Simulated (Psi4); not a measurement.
**One shape, several levels: triplet HBS**

Aim: a comparison of 3 runs (UHF/def2-TZVPPD, U-wB97M-V/def2-TZVPPD, UMP2/def2-TZVPPD) of triplet HBS. 

The calculation is run with Psi4 1.11.

### Step 1. The molecule

HBS: 3 atoms, total charge 0, spin state triplet. SMILES of the parent species: `B=S`. The coordinates come from a PBE0-D4/def2-TZVP relaxation. That shape belongs to the parent species and isn't relaxed for this state.

Bond lengths: B1–S2 1.598 Å, B1–H3 1.175 Å. Angles: S2–B1–H3 180.0°.

### Step 2. The energy at UHF/def2-TZVPPD (run 1)

Contents of bhs.xyz:

```xyz
3
BHS
B     -0.038660    -0.014560     0.134750
S      0.399170     0.147640    -1.393290
H     -0.360510    -0.133080     1.258530
```

Contents of job.py:

```python
import psi4

psi4.set_memory(2200000000)
psi4.set_num_threads(1)
psi4.core.set_output_file('output.dat', False)

with open('bhs.xyz') as f:
    atoms = ''.join(f.readlines()[2:])
geom = psi4.geometry('0 3\n' + atoms + 'symmetry c1\nno_reorient\nno_com')

psi4.set_options({
    'basis': 'def2-TZVPPD',
    'reference': 'uhf',
    'puream': True,
    'e_convergence': 1e-09,
    'd_convergence': 1e-08,
    'scf_type': 'pk',
    'maxiter': 100,
})

energy_value, wavefunction = psi4.energy("hf", molecule=geom, return_wfn=True)
psi4.oeprop(wavefunction, "DIPOLE", "MULLIKEN_CHARGES", "WIBERG_LOWDIN_INDICES")
print(f'hf energy: {energy_value:.10f} Eh')
for k, v in sorted(psi4.core.scalar_variables().items()):
    print(f'{k:45s} {v:18.10f}')
```

Command:

```
$ python job.py
```

output.dat:

```text
[...]
  Running in c1 symmetry.
[...]
  Nuclear repulsion =   31.801084826958359
[...]
  Multiplicity = 3
[...]
  Nalpha       = 12
  Nbeta        = 10
[...]
    Number of basis functions: 105
[...]
   @UHF iter   1:  -422.65036705850548   -5.06601e-01   2.05872e-03 ADIIS/DIIS
[...]
   @UHF iter  19:  -422.67446563516330   -2.27374e-12   3.97467e-09 DIIS
[...]
   @S^2 Observed:                2.027846053E+00
[...]
    Orbital Energies [Eh]
    ---------------------
    Alpha Occupied:
       1A    -91.994837     2A     -9.003127     3A     -7.631287
       4A     -6.697392     5A     -6.681817     6A     -6.680091
       7A     -1.050579     8A     -0.660935     9A     -0.546491
      10A     -0.510957    11A     -0.489823    12A     -0.231807
    Alpha Virtual:
      13A      0.040416    14A      0.054454    15A      0.063556
      16A      0.069558    17A      0.071079    18A      0.109390
      19A      0.168552    20A      0.170076    21A      0.188477
      22A      0.196467    23A      0.199631    24A      0.217618
      25A      0.230751    26A      0.258096    27A      0.269380
[...]
  @UHF Final Energy:  -422.67446563516330
   => Energetics <=
    Nuclear Repulsion Energy =             31.8010848269583590
    One-Electron Energy =                -645.6838426766571502
    Two-Electron Energy =                 191.2082922145355042
    Total Energy =                       -422.6744656351633012
  UHF NO Occupations:
  HONO-2 :   10  A 1.9935056
  HONO-1 :   11  A 1.0000000
[...]
 Multipole Moments:
 ------------------------------------------------------------------------------------
     Multipole            Electronic (a.u.)      Nuclear  (a.u.)        Total (a.u.)
 ------------------------------------------------------------------------------------
 L = 1.  Multiply by 2.5417464519 to convert [e a0] to [Debye]
 Dipole X            :        -11.0215434           11.0226024            0.0010590
 Dipole Y            :         -4.0741340            4.0749298            0.0007959
 Dipole Z            :         38.4725913          -38.4755042           -0.0029129
 Magnitude           :                                                    0.0032000
[...]
  Mulliken Charges: (a.u.)
   Center  Symbol    Alpha    Beta     Spin     Total
       1     B     2.97864  1.89623  1.08241  0.12513
       2     S     8.62289  7.57338  1.04951 -0.19627
       3     H     0.39847  0.53039 -0.13192  0.07114
   Total alpha = 12.00000, Total beta = 10.00000, Total charge =  0.00000
  Wiberg Bond Indices using Orthogonal Lowdin Orbitals:
  Total Bond Index:
  Irrep: 1 Size: 3 x 3
[...]
```

Standard output:

```text
hf energy: -422.6744656352 Eh
CURRENT ENERGY                                   -422.6744656352
CURRENT REFERENCE ENERGY                         -422.6744656352
DD SOLVATION ENERGY                                 0.0000000000
HF KINETIC ENERGY                                 423.0981460716
HF POTENTIAL ENERGY                              -845.7726117068
HF TOTAL ENERGY                                  -422.6744656352
HF VIRIAL RATIO                                     1.9989986237
NUCLEAR REPULSION ENERGY                           31.8010848270
ONE-ELECTRON ENERGY                              -645.6838426767
PCM POLARIZATION ENERGY                             0.0000000000
PE ENERGY                                           0.0000000000
SCF ITERATION ENERGY                             -422.6744656352
SCF ITERATIONS                                     19.0000000000
SCF TOTAL ENERGY                                 -422.6744656352
TWO-ELECTRON ENERGY                               191.2082922145
```

Run time: 16 s. Hardware: 1 thread of Intel Xeon at 2.50GHz (Skylake/Cascade Lake), shared host; peak memory 0.43 GiB.

### Step 3. The energy at U-wB97M-V/def2-TZVPPD (run 2)

Contents of job.in:

```
memory 2200 MB

molecule mol {
  0 3
  B     -0.038660    -0.014560     0.134750
  S      0.399170     0.147640    -1.393290
  H     -0.360510    -0.133080     1.258530
  symmetry c1
}

set {
  reference            uks
  puream               true
  e_convergence        1e-09
  d_convergence        1e-08
  scf_type             pk
  dft_radial_points    99
  dft_spherical_points 590
  maxiter              100
}

energy('wb97m-v/def2-TZVPPD')
print_variables()
```

Command:

```
$ psi4 job.in job.out -n 1
```

job.out:

```text
[...]
  Running in c1 symmetry.
[...]
  Nuclear repulsion =   31.801084826958359
[...]
  Multiplicity = 3
[...]
  Nalpha       = 12
  Nbeta        = 10
[...]
    Number of basis functions: 105
[...]
   @UKS iter   1:  -423.40905507202933   -3.81844e-01   3.11694e-03 DIIS/ADIIS
[...]
   @UKS iter  14:  -423.44908752338847   -2.01226e-11   5.53131e-09 DIIS
[...]
   @S^2 Observed:                2.004287358E+00
[...]
    Orbital Energies [Eh]
    ---------------------
    Alpha Occupied:
       1A    -89.238073     2A     -8.168158     3A     -6.928467
       4A     -6.086778     5A     -6.072190     6A     -6.069685
       7A     -0.908948     8A     -0.584595     9A     -0.503291
      10A     -0.466462    11A     -0.445257    12A     -0.205023
    Alpha Virtual:
      13A      0.011595    14A      0.022124    15A      0.045676
      16A      0.046517    17A      0.051572    18A      0.084659
      19A      0.141791    20A      0.144217    21A      0.161217
      22A      0.166255    23A      0.168698    24A      0.176981
      25A      0.203379    26A      0.228035    27A      0.237691
[...]
  @UKS Final Energy:  -423.44908752338847
   => Energetics <=
    Nuclear Repulsion Energy =             31.8010848269583590
    One-Electron Energy =                -645.7424763192046839
    Two-Electron Energy =                 213.2159449131886220
    DFT Exchange-Correlation Energy =     -22.8155806806000925
    Empirical Dispersion Energy =           0.0000000000000000
    VV10 Nonlocal Energy =                  0.0919397362693232
    Total Energy =                       -423.4490875233884708
[...]
 Multipole Moments:
 ------------------------------------------------------------------------------------
     Multipole            Electronic (a.u.)      Nuclear  (a.u.)        Total (a.u.)
 ------------------------------------------------------------------------------------
 L = 1.  Multiply by 2.5417464519 to convert [e a0] to [Debye]
 Dipole X            :          1.2082210           -1.0652455            0.1429755
 Dipole Y            :          0.1251726           -0.1098397            0.0153328
 Dipole Z            :          0.0000804            0.0000000            0.0000804
 Magnitude           :                                                    0.1437953
[...]
```

Run time: 2.8 min. Hardware: 1 thread of Intel Xeon at 2.50GHz (Skylake/Cascade Lake), shared host; peak memory 1.1 GiB.

### Step 4. The energy at UMP2/def2-TZVPPD (run 3)

Contents of bhs.py:

```python
import psi4

psi4.set_memory('2200 MB')
psi4.set_num_threads(1)
psi4.core.set_output_file('bhs.out', False)

mol = psi4.geometry("""
0 3
B     -0.038660    -0.014560     0.134750
S      0.399170     0.147640    -1.393290
H     -0.360510    -0.133080     1.258530
symmetry c1
no_reorient
no_com
""")

options = {'basis': 'def2-TZVPPD', 'reference': 'uhf', 'puream': True, 'e_convergence': 1e-09, 'd_convergence': 1e-08, 'scf_type': 'pk', 'num_frozen_docc': 6, 'mp2_type': 'conv', 'maxiter': 100}
psi4.set_options(options)

e_tot = psi4.energy('mp2', molecule=mol)
print(f'mp2 energy: {e_tot:.10f} Eh')
```

Command:

```
$ python bhs.py
```

bhs.out:

```text
[...]
  Running in c1 symmetry.
[...]
  Nuclear repulsion =   31.801084826958359
[...]
  Multiplicity = 3
[...]
  Nalpha       = 12
  Nbeta        = 10
[...]
    Number of basis functions: 105
[...]
   @UHF iter   1:  -422.65036705850548   -5.06601e-01   2.05872e-03 DIIS/ADIIS
[...]
   @UHF iter  19:  -422.67446563516330   -2.27374e-12   3.97467e-09 DIIS
[...]
   @S^2 Observed:                2.027846053E+00
[...]
    Orbital Energies [Eh]
    ---------------------
    Alpha Occupied:
       1A    -91.994837     2A     -9.003127     3A     -7.631287
       4A     -6.697392     5A     -6.681817     6A     -6.680091
       7A     -1.050579     8A     -0.660935     9A     -0.546491
      10A     -0.510957    11A     -0.489823    12A     -0.231807
    Alpha Virtual:
      13A      0.040416    14A      0.054454    15A      0.063556
      16A      0.069558    17A      0.071079    18A      0.109390
      19A      0.168552    20A      0.170076    21A      0.188477
      22A      0.196467    23A      0.199631    24A      0.217618
      25A      0.230751    26A      0.258096    27A      0.269380
[...]
  @UHF Final Energy:  -422.67446563516330
   => Energetics <=
    Nuclear Repulsion Energy =             31.8010848269583590
    One-Electron Energy =                -645.6838426766571502
    Two-Electron Energy =                 191.2082922145355042
    Total Energy =                       -422.6744656351633012
  UHF NO Occupations:
  HONO-2 :   10  A 1.9935056
  HONO-1 :   11  A 1.0000000
[...]
 Multipole Moments:
 ------------------------------------------------------------------------------------
     Multipole            Electronic (a.u.)      Nuclear  (a.u.)        Total (a.u.)
 ------------------------------------------------------------------------------------
 L = 1.  Multiply by 2.5417464519 to convert [e a0] to [Debye]
 Dipole X            :        -11.0215434           11.0226024            0.0010590
 Dipole Y            :         -4.0741340            4.0749298            0.0007959
 Dipole Z            :         38.4725913          -38.4755042           -0.0029129
 Magnitude           :                                                    0.0032000
[...]
	SCS-MP2 Total Energy (a.u.)        :  -422.89650642539488
	SOS-MP2 Total Energy (a.u.)        :  -422.88009693307492
	SCSN-MP2 Total Energy (a.u.)       :  -422.76110775461257
[...]
	SOS-PI-MP2 Total Energy (a.u.)     :  -422.91436881606023
[...]
	MP2 Total Energy (a.u.)            :  -422.89505352704947
[...]
```

On the terminal:

```text
mp2 energy: -422.8950535270 Eh
```

Wall time 29 s (1 thread of Intel Xeon at 2.50GHz (Skylake/Cascade Lake), shared host); peak memory 0.67 GiB.

### Step 5. All runs side by side

```
run                  level         integration grid  frozen core orbitals  energy (Eh)  dipole moment (D)  HOMO energy (eV)  LUMO energy (eV)  wall time
  1        UHF/def2-TZVPPD                        –                     0  -422.674466               0.01             -6.31             -1.61       16 s
  2  U-wB97M-V/def2-TZVPPD  99 radial × 590 angular                     0  -423.449088               0.37             -5.58             -4.19    2.8 min
  3       UMP2/def2-TZVPPD                        –                     6  -422.895054                  –             -6.31             -1.61       29 s
```

### Step 6. What came out

| quantity | value |
| --- | --- |
| run 3: total energy | -422.89505 Eh |
| run 3: HOMO energy (Hartree–Fock orbitals) (highest over α and β) | -6.31 eV |
| run 3: LUMO energy (Hartree–Fock orbitals) (lowest over α and β) | -1.61 eV |
| run 3: correlation energy (6 core orbitals frozen) | -220.6 mEh |
| run 3: ⟨S²⟩ of the reference determinant | 2.028 |

All runs together took 3.5 min, the longest 2.8 min.
